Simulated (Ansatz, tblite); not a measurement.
# The cluster CaCl₂: removing and adding an electron

An exercise on one series of results from a longer session: the logs are not shown, and one member is left open.

Method: as each input shows; program: Ansatz 0.2.0, Gaussian basis.

The runs, in order: charge +1 doublet, at the geometry of the singlet (PBE0-D4/def2-TZVP, PBE-D4/def2-TZVP, r2SCAN-D4/def2-TZVP, CCSD(T)/def2-TZVPP); charge -1 doublet, at the geometry of the singlet (PBE0-D4/def2-TZVPD, PBE-D4/def2-TZVPD, r2SCAN-D4/def2-TZVPD, CCSD(T)/def2-TZVPD); the starting singlet's energies come from earlier runs.

## The structure

The geometry is that of the singlet, from an earlier relaxation (r2SCAN-D4/def2-TZVP). At that level it is the lowest of the isomers that a small search found.

3 atoms, charge 0, spin multiplicity 1.

Atoms are counted from 1 here; the program's logs count them from 0.

Bond lengths: Ca1–Cl2 2.461 Å, Ca1–Cl3 2.461 Å. Angles: Cl2–Ca1–Cl3 175.5°.

Set-up of the first run:

in.yaml reads:

```yaml
crystal:
  periodic: [false, false, false]
  atoms:
    - {symbol: Ca, position_ang: [0.056615, -0.006107, 0.029984]}
    - {symbol: Cl, position_ang: [-0.940770, -1.840921, 1.332414]}
    - {symbol: Cl, position_ang: [0.884145, 1.847018, -1.362398]}
basis:
  gaussian: {orbitals: def2-TZVP}
total_charge: 1
magnetization: {spin_polarized: true, initial_magnetization: 1}
hamiltonian: {xc: pbe0, dispersion: d4}
output: {orbitals: {seedname: orbitals}}
```

Started as:

```sh
$ ansatz run in.yaml --threads 4 --pin off --events-out ev --progress --plain --max-ram 3916MiB
```

Steps of the session up to this table: Charge +1 doublet at the fixed geometry, PBE0-D4/def2-TZVP; Charge +1 doublet at the fixed geometry, PBE-D4/def2-TZVP; Charge +1 doublet at the fixed geometry, r2SCAN-D4/def2-TZVP; Charge +1 doublet at the fixed geometry, CCSD(T)/def2-TZVPP; Charge -1 doublet at the fixed geometry, PBE0-D4/def2-TZVPD; Charge -1 doublet at the fixed geometry, PBE-D4/def2-TZVPD; Charge -1 doublet at the fixed geometry, r2SCAN-D4/def2-TZVPD; Charge -1 doublet at the fixed geometry, CCSD(T)/def2-TZVPD.

One table of the session follows, with a row left open; its other results are not shown here.

It belongs to the step «Vertical electron affinity». 

```
              method  vertical electron affinity (eV)
       HF/def2-TZVPD                             0.33
   PBE-D4/def2-TZVPD                             0.92
r2SCAN-D4/def2-TZVPD                                ?
  PBE0-D4/def2-TZVPD                             0.86
      MP2/def2-TZVPD                             0.75
     CCSD/def2-TZVPD                             0.73
  CCSD(T)/def2-TZVPD                             0.77
```

Estimate the missing values for r2SCAN-D4/def2-TZVPD.

The run gave: vertical electron affinity (eV): 0.84. In the column «vertical electron affinity (eV)» it lies between CCSD(T)/def2-TZVPD (0.77) and PBE0-D4/def2-TZVPD (0.86).

Limits of these values: The anion's highest level is positive in at least one run, so there the basis alone may hold the extra electron.
